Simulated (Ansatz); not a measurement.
**SiNHCl+ (quintet): wave-function methods side by side, cc-pVDZ**

Aim: climb from Hartree-Fock through coupled cluster for SiNHCl+ (quintet) at one geometry and basis, and see what each rung misses.

Method: cc-pVDZ, core rule «outside noble gas», up to 11 orbitals frozen; program: Ansatz 0.2.0, Gaussian basis.

The runs, in order: UHF; CCSD(T) on ROHF; CCSD(T) on UHF; BCCD(T) on ROHF; CISD as a restricted active space (open shells left free, so some higher excitations enter); CCSDT(Q) on ROHF; CCSDT(Q) on UHF.

5 further runs of the same task are left out: 5 set aside as unsound or not needed. Runs told in other sessions of the task aren't counted.

### Step 1. What is computed

The geometry is a PBE0/def2-TZVP stationary point (not a proven minimum) of the parent state, kept for this charge and spin.

4 atoms, charge 1, spin multiplicity 5.

Atoms are counted from 1 here; the program's logs count them from 0.

Bond lengths: Cl1–Si2 2.055 Å, Si2–N3 1.806 Å, N3–H4 1.027 Å. Angles: Cl1–Si2–N3 109.9°, Si2–N3–H4 110.5°.

### Step 2. UHF

in.yaml

```yaml
crystal:
  periodic: [false, false, false]
  atoms:
    - {symbol: Cl, position_ang: [-0.014126, -0.228022, 1.271187]}
    - {symbol: Si, position_ang: [-0.015774, 0.636198, -0.592810]}
    - {symbol: N, position_ang: [0.124203, -0.639770, -1.863528]}
    - {symbol: H, position_ang: [-0.789591, -0.816306, -2.297892]}
basis:
  gaussian: {orbitals: cc-pVDZ}
total_charge: 1
magnetization: {spin_polarized: true, initial_magnetization: 4}
hamiltonian: {xc: hf}
output: {orbitals: {seedname: orbitals}}
```

Launch:

```sh
ansatz run in.yaml --threads 1 --pin off --events-out ev --progress --plain --max-ram 4096MiB --backend cpu
```

After this run come: CCSD(T) on ROHF; CCSD(T) on UHF; BCCD(T) on ROHF; CISD as a restricted active space (open shells left free, so some higher excitations enter); CCSDT(Q) on ROHF; CCSDT(Q) on UHF.

**Question.** What will the summary of the whole plan be? Wanted: UCCSDT(Q) from the RHF energy; RMP2 from UCCSDT(Q); UMP2 from UCCSDT(Q); RCCSD from UCCSDT(Q); RCCSD(T) from UCCSDT(Q); UCCSD(T) from UCCSDT(Q); RCCSDT(Q) from UCCSDT(Q); T1 diagnostic.

As calculated:

```
                         quantity                      value
    UCCSDT(Q) from the ROHF energy                 -9.1330 eV
              RMP2 from UCCSDT(Q)              +134.5 kJ/mol
              UMP2 from UCCSDT(Q)              +132.8 kJ/mol
             RCCSD from UCCSDT(Q)               +30.8 kJ/mol
          RCCSD(T) from UCCSDT(Q)                +7.6 kJ/mol
          UCCSD(T) from UCCSDT(Q)                +7.6 kJ/mol
         RCCSDT(Q) from UCCSDT(Q)                +0.8 kJ/mol
levels within 1 kcal/mol (43 meV)  RCCSDT, UCCSDT, RCCSDT(Q)
                    T1 diagnostic                      0.037
```

In words: RCCSD(T) lands +7.6 kJ/mol from the yardstick (0.9 % of the correlation energy). These misses are within one basis, not against nature; the frozen cores of restricted and unrestricted runs differ, which can shift their rows.

With open shells the CI space here admits some higher excitations, so it is larger than plain CISD.
